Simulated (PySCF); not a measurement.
Working out the ionisation energy of O

O [He] 2s2 2p4 (3P) → O⁺ [He] 2s2 2p3 (4S). All numbers are calculated (PySCF 2.14, no relativity, point nucleus, in aug-cc-pV5Z). Frozen: 1s2. Energies in hartree (1 hartree = 27.21139 eV):

| part | O (lower) | O⁺ (upper) |
| --- | --- | --- |
| UHF | -74.818838 | -74.376978 |
| MP2 opposite-spin | -0.125876 | -0.078694 |
| MP2 same-spin | -0.038611 | -0.032174 |

What does Hartree-Fock give?

(-74.376978) − (-74.818838) = 0.441860 hartree = 12.024 eV.

What do MP2 and SCS-MP2 (6/5 opposite-spin, 1/3 same-spin) give?

The opposite-spin parts differ by 1.284 eV and the same-spin parts by 0.175 eV. MP2: 12.024 + (1.284) + (0.175) = 13.483 eV. SCS-MP2: 12.024 + 1.2 × (1.284) + (0.175)/3 = 13.623 eV.

Measured between the centres of the two terms (NIST): 13.608 eV, so MP2 (valence) is off by -0.125 eV.

What remains against the reference includes basis incompleteness, the frozen core and correlation beyond second order.
